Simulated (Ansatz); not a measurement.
# Which is lower?

Two relaxed structures of SiNH6S (charge +1), singlet (PBE0-D4/def2-TZVP; forces vanish, vibrations not checked).

A:

```
9
angstrom
N -0.0904 -0.7487 0.1340
Si -0.3626 0.9422 -0.6552
S 0.5869 -0.6669 1.7843
H -0.8655 0.6045 -1.9997
H 0.9948 1.5141 -0.6257
H -1.3345 1.5647 0.2566
H 0.4840 -1.3678 -0.4429
H -0.9920 -1.2231 0.2361
H 1.6105 0.1286 1.4219
```

B:

| atom | x (Å) | y (Å) | z (Å) |
| --- | --- | --- | --- |
| N1 | -0.4521 | 0.8402 | -0.6928 |
| Si2 | 0.2213 | -0.9854 | -0.1969 |
| S3 | 0.7633 | -0.2154 | 2.0194 |
| H4 | -1.0750 | 0.7138 | -1.4922 |
| H5 | 0.2936 | 1.4578 | -1.0091 |
| H6 | -0.9916 | 1.3341 | 0.0160 |
| H7 | 0.3669 | -1.3194 | 2.6811 |
| H8 | -1.1385 | -1.2693 | 0.4118 |
| H9 | 2.0734 | -0.5253 | 2.0786 |

Program: Ansatz 0.2.0. Basis: def2-TZVPP. Cores are frozen in the correlated methods. B3LYP uses VWN-RPA correlation.

Question: Which structure is lower at CCSD(T), and by how much? (To be estimated.)

Answer: Computed: B, by 9.07 kcal/mol (electronic energy, against the other). By their contacts, A is SiNH₆S ([SiH3][NH2][SH]), total charge +1 and B is SiNH₆S ([NH3][SiH][SH2]), total charge +1.

All methods give the same order:

| method | E(B) − E(A) (kcal/mol) |
| --- | --- |
| PBE-D4 | -14.60 |
| r2SCAN-D4 | -11.12 |
| PBE0-D4 | -12.36 |
| B3LYP-D4 | -11.17 |
| wB97M-V | -11.28 |
| HF | -4.13 |
| MP2 | -8.02 |
| CCSD | -8.50 |
| CCSD(T) | -9.07 |

T1 diagnostic: at most 0.012.

Labels in which every atom is bracketed show which atoms are joined, not bond orders.

For scale, one of the runs: CCSD(T)/def2-TZVPP, 199 basis functions, launched by `ansatz run in.yaml --threads 2 --pin off --events-out ev --progress --plain --max-ram 4352MiB`. Time: 45 s of wall clock on 2 CPU threads of an Intel Xeon Platinum 8375C; the host was shared. Peak host memory: 2.2 GiB.
